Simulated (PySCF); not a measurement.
Input of a run (PBE0-D3(BJ)/def2-TZVP geometry optimisation, gas phase (PySCF 2.14.0)), started from GFN2-xTB:
```
{"job": {"xc": "PBE0", "basis": "def2-TZVP", "d3": "d3bj", "grid": 2, "kind": "geom"}, "charge": 0, "multiplicity": 1}
C      2.525883    -0.294530     0.237665
C      1.173897    -0.273795    -0.395385
C      0.029771    -0.359589     0.261338
C     -1.324382    -0.335524    -0.374778
C     -2.139587     0.864276     0.107419
H      3.107427    -1.132028    -0.147871
H      3.069882     0.620101     0.001298
H      2.450545    -0.387825     1.318318
H      1.170595    -0.190671    -1.475459
H      0.032487    -0.439494     1.341509
H     -1.858776    -1.255233    -0.117514
H     -1.221707    -0.296273    -1.460986
H     -3.126339     0.865133    -0.350302
H     -2.260149     0.832507     1.188077
H     -1.633961     1.790934    -0.155240
```

Output (energies in Eh, forces in Eh/bohr):
```
step   0  E = -196.36561423  max force = 0.008373
step   1  E = -196.36613314  max force = 0.001553
step   2  E = -196.36613144  max force = 0.001145
step   3  E = -196.36614039  max force = 0.000490
step   4  E = -196.36614147  max force = 0.000073
optimisation converged
```

Q: Summarise the run.

A: The energy falls by 0.014 eV over 5 energy and gradient evaluations, the largest force component goes from 0.0084 to 7.3e-05 Eh/bohr, and the atoms move by 0.026 Å rms after alignment. Among the bonds, C2–H9 and C3–H10 change most and about equally (+0.007 to +0.008 Å). Bonds longer at the end by more than 0.005 Å: 4 of 14; shorter: 0. The energy rose by more than 1e-6 Eh at step 2. The first step brought 98 % of the lowering.

Q: What are the final bond lengths?

A: C1–C2 1.490 Å, C2=C3 1.327 Å, C3–C4 1.492 Å, C4–C5 1.525 Å, C1–H6 1.095 Å, C1–H7 1.095 Å, C1–H8 1.092 Å, C2–H9 1.090 Å, C3–H10 1.091 Å, C4–H11 1.097 Å, C4–H12 1.094 Å, C5–H13 1.092 Å, C5–H14 1.093 Å, C5–H15 1.092 Å. Numbering counts from 1 in the input's order; the species is `C/C=C/CC` (trans-2-pentene).

The run used 215 basis functions and 30 SCF cycles in all.

No PBE0-D3(BJ)/def2-TZVP frequencies stand behind this structure, so it isn't proved a minimum. The numbers are those of one conformer.

Conformer computed: `[CH3:1]/[CH:2]=[CH:3]/[CH2:4][CH3:5]`: C2–C3–C4–C5 -120°.
